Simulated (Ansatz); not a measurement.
# CH2P (doublet): wave-function methods side by side at a displaced geometry (v1), cc-pVDZ

The task here is to estimate one member of a computed series from the others.

Program: Ansatz 0.2.0, Gaussian basis. Level of theory: cc-pVDZ, core rule «outside noble gas», up to 6 orbitals frozen. These are calculated values, not measurements.

To be run: UHF; CCSD(T) on ROHF; CCSD(T) on UHF; BCCD(T) on ROHF; CISD; CCSDT(Q) on ROHF; CCSDT(Q) on UHF; CASSCF and MRCISD+Q, 11 electrons in 10 orbitals; CASSCF and NEVPT2, 11 electrons in 10 orbitals.

17 further runs of the same task are left out: 2 for a mislabelled method, 6 that didn't finish, 9 set aside as unsound or not needed.

## The geometry

The geometry is a PBE0/def2-TZVP stationary point (not a proven minimum) with its atoms shifted at random (size 0.040 Å).

4 atoms, charge 0, spin multiplicity 2.

Atoms are counted from 1 here; the program's logs count them from 0.

Bond lengths: C1–P2 1.628 Å, C1–H3 1.057 Å, P2–H4 1.442 Å. Angles: P2–C1–H3 138.4°, C1–P2–H4 99.6°.

The first run:

File in.yaml:

```yaml
crystal:
  periodic: [false, false, false]
  atoms:
    - {symbol: C, position_ang: [0.000764, -0.166820, 1.132784]}
    - {symbol: P, position_ang: [-0.000069, 0.093120, -0.474627]}
    - {symbol: H, position_ang: [0.047895, 0.397698, 2.025441]}
    - {symbol: H, position_ang: [-0.054882, -1.271403, -0.938610]}
basis:
  gaussian: {orbitals: cc-pVDZ}
magnetization: {spin_polarized: true, initial_magnetization: 1}
hamiltonian: {xc: hf}
output: {orbitals: {seedname: orbitals}}
```

Run with:

```sh
$ ansatz run in.yaml --threads 1 --pin off --events-out ev --progress --plain --max-ram 2393MiB
```

Steps of the session up to this table: UHF; CCSD(T) on ROHF; CCSD(T) on UHF; BCCD(T) on ROHF; CISD; CCSDT(Q) on ROHF; CCSDT(Q) on UHF; CASSCF and MRCISD+Q, 11 electrons in 10 orbitals; CASSCF and NEVPT2, 11 electrons in 10 orbitals.

One of the session's tables, all rows but one given; the rest of the session is left out.

| method | from RCCSDT(Q) (meV) |
| --- | --- |
| ROHF | ? |
| UHF | +7170.3 |
| RMP2 | +1277.0 |
| UMP2 | +1644.4 |
| CISD | +1005.1 |
| RCCSD | +359.4 |
| UCCSD | +367.1 |
| RCCSD(T) | +58.3 |
| UCCSD(T) | +87.6 |
| BCCD(T) | +58.6 |
| RCCSDT | +22.7 |
| UCCSDT | +23.0 |
| RCCSDT(Q) | 0 |
| UCCSDT(Q) | -3.1 |
| CASSCF valence | +4656.6 |
| NEVPT2 valence | +1042.8 |
| MRCISD valence | +335.2 |
| MRCISD+Q valence | +24.6 |

Estimate the missing values for ROHF.

As computed: from RCCSDT(Q) (meV): +7576.9. In the column «from RCCSDT(Q) (meV)» it is the highest.

To keep in mind: Restricted and unrestricted rows rest on different reference determinants; where their highest levels disagree by more than a few hundredths of an eV, they describe different states and don't form one ladder.
